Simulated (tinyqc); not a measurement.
Inside a calculation. Method: RHF in the sto-3g basis, for H2F+, spin multiplicity 1. One step of it, computed by the program tinyqc.

Task: Orthogonalisation. S = U s U^T; symmetric (Loewdin) form X = U s^(-1/2) U^T, so that X^T S X = 1.

overlap S, lower triangle:
```
           1F 1s     1F 2s    1F 2px     1F 2py    1F 2pz     2H 1s     3H 1s
1F 1s   1.000000
1F 2s   0.237990  1.000000
1F 2px  0.000000  0.000000  1.000000
1F 2py  0.000000  0.000000  0.000000   1.000000
1F 2pz  0.000000  0.000000  0.000000   0.000000  1.000000
2H 1s   0.041555  0.401361  0.000000   0.285057  0.152488  1.000000
3H 1s   0.041555  0.401361  0.000000  -0.285057  0.152488  0.178352  1.000000
```

Give: eigenvalues of S; X.

Result:

eigenvalues of S: 0.4427  0.4979  0.9119  1.0000  1.0714  1.3237  1.7523

X, lower triangle:
```
          1F 1s    1F 2s  1F 2px   1F 2py   1F 2pz    2H 1s   3H 1s
1F 1s    1.0239
1F 2s   -0.1381   1.1671
1F 2px   0.0000   0.0000  1.0000
1F 2py   0.0000   0.0000  0.0000   1.0840
1F 2pz  -0.0054   0.0539  0.0000   0.0000   1.0200
2H 1s    0.0188  -0.2286  0.0000  -0.1892  -0.0852   1.1314
3H 1s    0.0188  -0.2286  0.0000   0.1892  -0.0852  -0.0709  1.1314
```
